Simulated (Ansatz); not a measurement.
**BNH3 (quartet): wave-function methods side by side at distance B1–H4 along a hydrogen transfer = 1.110 Å, cc-pVDZ**

How much of the correlation energy of BNH3 (quartet) does each wave-function method recover here?

Method: cc-pVDZ, correlated electrons: outside noble gas; program: Ansatz 0.2.0, Gaussian basis.

To be run: UHF; CCSD(T) on ROHF; CCSD(T) on UHF; BCCD(T) on ROHF; CISD; CCSDT(Q) on ROHF; CCSDT(Q) on UHF; CASSCF and MRCISD+Q, 5 electrons in 5 orbitals; CASSCF and NEVPT2, 5 electrons in 5 orbitals; CASSCF and NEVPT2, 11 electrons in 11 orbitals.

## Step 1: The system

The geometry derives from fragments relaxed apart (PBE0/def2-TZVP) and kept rigid, so it is no stationary point. A hydrogen atom is moved between rigid fragments.

5 atoms, charge 0, spin multiplicity 4.

Atoms are counted from 1 here; the program's logs count them from 0.

Bond lengths: B1–H2 1.193 Å, B1–H3 1.193 Å, B1–H4 1.110 Å. Angles: H2–B1–H3 120.0°, H2–B1–H4 120.0°, H3–B1–H4 120.0°.

In the tables R marks a restricted open-shell determinant and U an unrestricted one; 'pair' is the active space of 5 electrons in 5 orbitals; 'valence' is the active space of 11 electrons in 11 orbitals; correlation energies count from the lowest restricted Hartree-Fock solution.

## Step 2: UHF

Contents of in.yaml:

```yaml
crystal:
  periodic: [false, false, false]
  atoms:
    - {symbol: B, position_ang: [-1.281359, 0.000000, 0.000000]}
    - {symbol: H, position_ang: [-1.878092, 1.033571, 0.000000]}
    - {symbol: H, position_ang: [-1.878092, -1.033571, 0.000000]}
    - {symbol: H, position_ang: [-0.171359, 0.000000, 0.000000]}
    - {symbol: N, position_ang: [1.271641, 0.000000, 0.000000]}
basis:
  gaussian: {orbitals: cc-pVDZ}
magnetization: {spin_polarized: true, initial_magnetization: 3}
hamiltonian: {xc: hf}
output: {orbitals: {seedname: orbitals}}
```

The run is started by

```bash
ansatz run in.yaml --threads 1 --pin off --events-out ev --progress --plain --max-ram 2393MiB
```

After this run come: CCSD(T) on ROHF; CCSD(T) on UHF; BCCD(T) on ROHF; CISD; CCSDT(Q) on ROHF; CCSDT(Q) on UHF; CASSCF and MRCISD+Q, 5 electrons in 5 orbitals; CASSCF and NEVPT2, 5 electrons in 5 orbitals; CASSCF and NEVPT2, 11 electrons in 11 orbitals.

Q: Predict the results of all the runs planned. Wanted: correlation energy, UCCSDT(Q); RMP2 from UCCSDT(Q); UMP2 from UCCSDT(Q); RCCSD from UCCSDT(Q); RCCSD(T) from UCCSDT(Q); UCCSD(T) from UCCSDT(Q); RCCSDT(Q) from UCCSDT(Q); NEVPT2 pair from UCCSDT(Q); MRCISD+Q pair from UCCSDT(Q).

The runs gave:

| quantity | value |
| --- | --- |
| correlation energy, UCCSDT(Q) | -6.0269 eV |
| RMP2 from UCCSDT(Q) | +1219.1 meV |
| UMP2 from UCCSDT(Q) | +1201.1 meV |
| RCCSD from UCCSDT(Q) | +108.1 meV |
| RCCSD(T) from UCCSDT(Q) | +22.9 meV |
| UCCSD(T) from UCCSDT(Q) | +21.2 meV |
| RCCSDT(Q) from UCCSDT(Q) | +1.8 meV |
| NEVPT2 pair from UCCSDT(Q) | +1222.5 meV |
| MRCISD+Q pair from UCCSDT(Q) | -4.3 meV |
| NEVPT2 valence from UCCSDT(Q) | +1134.8 meV |
| levels within 1 kcal/mol (43 meV) | RCCSD(T), UCCSD(T), BCCD(T), RCCSDT, UCCSDT, RCCSDT(Q), MRCISD+Q pair |
| T1 diagnostic | 0.017 |
| effectively unpaired electrons | 3.01 |

RCCSD(T) misses by +22.9 meV, 0.4 % of the correlation energy. One determinant dominates. Of the multireference levels listed MRCISD+Q pair comes nearest (-4.3 meV). These misses are within one basis and frozen core, not against nature; frozen cores of the runs differ by up to some meV.
